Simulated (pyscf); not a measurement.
Thermochemistry of product channels of HN=Si: (SMILES N=[Si]) [singlet] + F• (SMILES [F]) on the doublet surface, in kJ/mol, from CCSD(T)/def2-TZVPP + ΔMP2(QZVPP) energies (ideal gas, 1 atm, RRHO with modes under 100 cm⁻¹ raised to 100, one conformer, R ln 2 for chiral ones without a mode under 150 cm⁻¹). Single points on ωB97X-D3(BJ)/def2-SVP structures (PySCF, gas phase). MP2 and CC: frozen core, UHF for open shells. ΔMP2 is the change of the MP2 total energy from the triple- to the quadruple-zeta basis.

```json
[
 {"products": "[N=SiH–F]• (SMILES [N]=[SiH]F)", "ΔE": "[?]", "ΔH(298 K)": "-224.6", "ΔG(298 K)": "-196.1", "ΔG(900 K)": "-136.9"},
 {"products": "[HN=Si–F]• (SMILES N=[Si]F)", "ΔE": "[?]", "ΔH(298 K)": "-349.0", "ΔG(298 K)": "-320.9", "ΔG(900 K)": "-263.2"}
]
```

Task: Fill in the missing entries.

Result: 
- [N=SiH–F]• (SMILES [N]=[SiH]F), ΔE: -218.9
- [HN=Si–F]• (SMILES N=[Si]F), ΔE: -349.2

These are energies of the channels, which say nothing of barriers. The CCSD(T) − MP2 part came from Ansatz, without density fitting, on the same reference. An open-shell T1 diagnostic exceeds 0.045. A UHF reference is spin-contaminated (<S²> up to 0.95), which harms MP2 most. Left out: orbital degeneracy and the spin-orbit lowering of F.
